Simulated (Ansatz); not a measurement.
# Boron trifluoride (BF3): ionisation energy by level of theory

The task here is to estimate one member of a computed series from the others.

Program: Ansatz 0.2.0, Gaussian basis. Level of theory: unrestricted cation, the program's frozen cores in correlated methods. These are calculated values, not measurements.

Levels to be run: UKS PBE-D4/def2-TZVPP; UKS r2SCAN-D4/def2-TZVPP; UKS PBE0-D4/def2-TZVPP; UKS B3LYP-D4/def2-TZVPP; UKS wB97X-V/def2-TZVPP; UKS wB97M-V/def2-TZVPP; UKS B2PLYP/def2-TZVPP; UHF-CCSD(T)/def2-TZVPP; UHF-MP2/def2-QZVPP; extrapolation to the limit; then −ε(HOMO) from the neutral's earlier runs with LDA (SPW92), PBE-D4, revPBE-D4, BLYP-D4, r2SCAN-D4, B97M-V, PBE0-D4, B3LYP-D4, r2SCANh-D4, r2SCAN0-D4, HSE06-D4, BHLYP-D4, CAM-B3LYP-D4, LC-ωPBE, ωB97X-V, ωB97M-V.

**Structure used throughout**

All runs share one geometry, relaxed beforehand with PBE0-D4 in a triple-zeta def2 set.

SMILES `FB(F)F`, 4 atoms, charge 0, spin multiplicity 1.

Atoms are counted from 1 here; the program's logs count them from 0.

Bond lengths: F1–B2 1.311 Å, B2–F3 1.311 Å, B2–F4 1.311 Å. Angles: F1–B2–F3 120.0°, F1–B2–F4 120.0°, F3–B2–F4 120.0°.

The first run:

in.yaml reads:

```yaml
crystal:
  periodic: [false, false, false]
  atoms:
    - {symbol: F, position_ang: [0.559010, 0.195568, 1.168669]}
    - {symbol: B, position_ang: [0.013881, -0.015076, -0.005049]}
    - {symbol: F, position_ang: [-0.251184, -1.238619, -0.394717]}
    - {symbol: F, position_ang: [-0.266206, 0.997826, -0.789103]}
basis:
  gaussian: {orbitals: def2-TZVPP}
total_charge: 1
magnetization: {spin_polarized: true, initial_magnetization: 1}
hamiltonian: {xc: pbe, dispersion: d4}
```

Run with:

```sh
ansatz run in.yaml --threads 4 --pin off --events-out ev --progress --plain --max-ram 10444MiB
```

Among the steps run: Cation, UKS PBE-D4/def2-TZVPP; Cation, UKS r2SCAN-D4/def2-TZVPP; Cation, UKS PBE0-D4/def2-TZVPP; Cation, UKS B3LYP-D4/def2-TZVPP; Cation, UKS wB97X-V/def2-TZVPP; Cation, UKS wB97M-V/def2-TZVPP; Cation, UKS B2PLYP (frozen core)/def2-TZVPP; Cation, UHF-CCSD(T)/def2-TZVPP; Cation, UHF-MP2/def2-QZVPP.

One of the session's tables, all rows but one given; the rest of the session is left out.

Orbital estimates, from the neutral's runs:

```
  functional  −ε(HOMO) (eV)
 LDA (SPW92)          10.25
      PBE-D4           9.99
   revPBE-D4           9.90
     BLYP-D4           9.94
   r2SCAN-D4          10.54
      B97M-V          10.68
     PBE0-D4          12.22
    B3LYP-D4          11.89
  r2SCANh-D4          11.37
  r2SCAN0-D4          12.62
    HSE06-D4          11.80
    BHLYP-D4          14.44
CAM-B3LYP-D4          13.82
     LC-ωPBE              ?
     ωB97X-V          14.77
     ωB97M-V          14.75
```

**Question.** Estimate the row for LC-ωPBE.

As computed: −ε(HOMO) (eV): 15.07. In the column «−ε(HOMO) (eV)» it is the highest.
